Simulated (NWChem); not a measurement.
The numbers come from NWChem runs, not from measurements. System: DMSO (C$_{2}$H$_{6}$OS), charge 0, spin multiplicity 1, at a geometry optimised with PBE/def2-SVP. Level: LDA (SVWN5)/def2-TZVP.

Job file:

```
start mol
memory heap 200 mb stack 900 mb global 1100 mb
geometry units angstroms nocenter noautoz
  C     -0.661296     0.521815    -1.372475
  S      0.503949     0.096677     0.000000
  C     -0.661296     0.521815     1.372475
  O      0.636019    -1.414714     0.000000
  H     -0.137370     0.248383    -2.307720
  H     -0.898249     1.604150    -1.367745
  H     -1.572274    -0.097983    -1.258099
  H     -1.572274    -0.097983     1.258099
  H     -0.137370     0.248383     2.307720
  H     -0.898249     1.604150     1.367745
  symmetry group Cs
end
basis spherical
  * library def2-tzvp
end
dft
  xc slater vwn_5
  semidirect memsize 60000000 filesize 0
  iterations 100
end
task dft energy
```

Output (cleaned and shortened):

```
             Northwest Computational Chemistry Package (NWChem) 7.3.0
             --------------------------------------------------------

                                NWChem Input Module
                                -------------------

 Scaling coordinates for geometry "geometry" by  1.889725989
 (inverse scale =  0.529177249)

 Turning off AUTOSYM since
 SYMMETRY directive was detected!

                             Geometry "geometry" -> ""
                             -------------------------

 Output coordinates in angstroms (scale by  1.889725989 to convert to a.u.)

  No.       Tag          Charge          X              Y              Z
 ---- ---------------- ---------- -------------- -------------- --------------
    1 C                    6.0000    -0.66129600     0.52181500    -1.37247500
    2 S                   16.0000     0.50394900     0.09667700     0.00000000
    3 C                    6.0000    -0.66129600     0.52181500     1.37247500
    4 O                    8.0000     0.63601900    -1.41471400     0.00000000
    5 H                    1.0000    -0.13737000     0.24838300    -2.30772000
    6 H                    1.0000    -0.89824900     1.60415000    -1.36774500
    7 H                    1.0000    -1.57227400    -0.09798300    -1.25809900
    8 H                    1.0000    -1.57227400    -0.09798300     1.25809900
    9 H                    1.0000    -0.13737000     0.24838300     2.30772000
   10 H                    1.0000    -0.89824900     1.60415000     1.36774500

 Effective nuclear repulsion energy (a.u.)     180.7119072637

            Nuclear Dipole moment (a.u.)
            ----------------------------
        X                 Y               Z
 ---------------- ---------------- ----------------
    -0.0000037795    -0.0000000000     0.0000000000

      Symmetry information
      --------------------

 Group name             Cs
 Group number              2
 Group order               2
 No. of unique centers     6

      Symmetry unique atoms

     1    2    4    5    6    7


 Summary of "ao basis" -> "" (spherical)
 ------------------------------------------------------------------------------
       Tag                 Description            Shells   Functions and Types
 ---------------- ------------------------------  ------  ---------------------
 *                         def2-tzvp                  on all atoms

                                 NWChem DFT Module
                                 -----------------

 Summary of "ao basis" -> "ao basis" (spherical)
 ------------------------------------------------------------------------------
       Tag                 Description            Shells   Functions and Types
 ---------------- ------------------------------  ------  ---------------------
 C                         def2-tzvp                11       31   5s3p2d1f
 S                         def2-tzvp                13       37   5s5p2d1f
 O                         def2-tzvp                11       31   5s3p2d1f
 H                         def2-tzvp                 4        6   3s1p

 Summary of "ao basis" -> "ao basis" (spherical)
 ------------------------------------------------------------------------------
       Tag                 Description            Shells   Functions and Types
 ---------------- ------------------------------  ------  ---------------------
 C                         def2-tzvp                11       31   5s3p2d1f
 S                         def2-tzvp                13       37   5s5p2d1f
[...]
 d= 0,ls=0.0,diis     6   -550.6319856566 -3.45D-03  1.51D-04  2.13D-03    12.3
 d= 0,ls=0.0,diis     7   -550.6322377672 -2.52D-04  2.73D-04  2.72D-04    13.3
 d= 0,ls=0.0,diis     8   -550.6320154800  2.22D-04  1.80D-04  2.62D-03    14.1
 d= 0,ls=0.0,diis     9   -550.6322659674 -2.50D-04  2.07D-05  2.67D-05    14.9
 d= 0,ls=0.0,diis    10   -550.6322691212 -3.15D-06  6.65D-06  2.16D-06    16.3
 d= 0,ls=0.0,diis    11   -550.6322693855 -2.64D-07  1.12D-06  1.20D-07    17.2

         Total DFT energy =     -550.632269385491
      One electron energy =    -1118.457770262117
           Coulomb energy =      431.684323555331
    Exchange-Corr. energy =      -44.570729942374
 Nuclear repulsion energy =      180.711907263669

 Numeric. integr. density =       41.999992296075

     Total iterative time =     15.9s

                  Occupations of the irreducible representations
                  ----------------------------------------------

                     irrep           alpha         beta
                     --------     --------     --------
                     a'               14.0         14.0
                     a"                7.0          7.0

                       DFT Final Molecular Orbital Analysis
                       ------------------------------------

 Vector   19  Occ=2.000000D+00  E=-3.176616D-01  Symmetry=a'
              MO Center=  3.6D-01, -4.1D-01,  8.0D-15, r^2= 2.7D+00
   Bfn.  Coefficient  Atom+Function         Bfn.  Coefficient  Atom+Function
  ----- ------------  ---------------      ----- ------------  ---------------
    46      0.259359   2 S  px              105      0.231781   4 O  px
    47      0.202003   2 S  py               49      0.184108   2 S  px
   108      0.184989   4 O  px              106     -0.175129   4 O  py
   109     -0.131779   4 O  py               43      0.127141   2 S  px
    36      0.117517   2 S  s               111      0.118040   4 O  px

 Vector   20  Occ=2.000000D+00  E=-2.397880D-01  Symmetry=a"
              MO Center=  3.7D-01, -8.7D-01,  1.1D-14, r^2= 2.1D+00
   Bfn.  Coefficient  Atom+Function         Bfn.  Coefficient  Atom+Function
  ----- ------------  ---------------      ----- ------------  ---------------
   107      0.413247   4 O  pz              110      0.328087   4 O  pz
   113      0.266199   4 O  pz                5      0.131229   1 C  s
    73     -0.131229   3 C  s                 8      0.103422   1 C  pz
    76      0.103422   3 C  pz              139     -0.094648   6 H  s
   163      0.094648  10 H  s                11      0.088989   1 C  pz

 Vector   21  Occ=2.000000D+00  E=-2.025214D-01  Symmetry=a'
              MO Center=  4.6D-01, -6.1D-01, -5.2D-15, r^2= 2.3D+00
   Bfn.  Coefficient  Atom+Function         Bfn.  Coefficient  Atom+Function
  ----- ------------  ---------------      ----- ------------  ---------------
   105      0.373811   4 O  px              108      0.294779   4 O  px
   111      0.278404   4 O  px               46     -0.199301   2 S  px
    35     -0.171324   2 S  s                50     -0.167051   2 S  py
    49     -0.161666   2 S  px               36     -0.157680   2 S  s
    47     -0.116192   2 S  py               34      0.107043   2 S  s

 Vector   22  Occ=0.000000D+00  E=-1.616242D-02  Symmetry=a"
              MO Center=  1.5D-01,  1.7D-01,  9.5D-14, r^2= 4.1D+00
   Bfn.  Coefficient  Atom+Function         Bfn.  Coefficient  Atom+Function
  ----- ------------  ---------------      ----- ------------  ---------------
     5      1.435620   1 C  s                73     -1.435620   3 C  s
    51      1.109655   2 S  pz              145     -0.566725   7 H  s
   151      0.566725   8 H  s                48      0.374443   2 S  pz
    14      0.344244   1 C  pz               82      0.344244   3 C  pz
    13     -0.304274   1 C  py               81      0.304274   3 C  py

 Vector   23  Occ=0.000000D+00  E=-1.495107D-02  Symmetry=a'
              MO Center=  3.8D-01,  1.3D-01, -5.8D-14, r^2= 3.2D+00
   Bfn.  Coefficient  Atom+Function         Bfn.  Coefficient  Atom+Function
  ----- ------------  ---------------      ----- ------------  ---------------
    50      0.909328   2 S  py              104      0.709731   4 O  s
    49     -0.513276   2 S  px               47      0.340894   2 S  py
   112      0.341555   4 O  py              139     -0.285249   6 H  s
   163     -0.285249  10 H  s                14     -0.244436   1 C  pz
    82      0.244436   3 C  pz              106      0.207897   4 O  py

 Vector   24  Occ=0.000000D+00  E= 5.853802D-04  Symmetry=a'
              MO Center= -8.6D-01,  7.1D-01, -1.7D-15, r^2= 6.0D+00
   Bfn.  Coefficient  Atom+Function         Bfn.  Coefficient  Atom+Function
  ----- ------------  ---------------      ----- ------------  ---------------
     5      1.794283   1 C  s                73      1.794283   3 C  s
   139     -1.021180   6 H  s               145     -1.023829   7 H  s
   151     -1.023829   8 H  s               163     -1.021180  10 H  s
   133     -0.732878   5 H  s               157     -0.732878   9 H  s
    36      0.502674   2 S  s                12     -0.399196   1 C  px

 center of mass
 --------------
 x =   0.12493354 y =  -0.08422653 z =   0.00000000

 moments of inertia (a.u.)
 ------------------
         381.839558008938          84.094441533454           0.000000000000
          84.094441533454         336.736420233553           0.000000000000
           0.000000000000           0.000000000000         269.306674676637

     Multipole analysis of the density
     ---------------------------------

     L   x y z        total         alpha         beta         nuclear
     -   - - -        -----         -----         ----         -------
     0   0 0 0     -0.000000    -21.000000    -21.000000     42.000000

     1   1 0 0     -0.790588     -0.395292     -0.395292     -0.000004
     1   0 1 0      1.296508      0.648254      0.648254     -0.000000
     1   0 0 1     -0.000000     -0.000000     -0.000000      0.000000

     2   2 0 0    -24.677141    -46.518795    -46.518795     68.360449
     2   1 1 0      0.898549     24.021203     24.021203    -47.143856
     2   1 0 1     -0.000000     -0.000000     -0.000000      0.000000
     2   0 2 0    -27.248499    -57.758218    -57.758218     88.267937
     2   0 1 1     -0.000000     -0.000000     -0.000000     -0.000000
     2   0 0 2    -21.566863    -82.494819    -82.494819    143.422776

 Task  times  cpu:       17.2s     wall:       17.2s

 Total times  cpu:       17.3s     wall:       17.3s
```
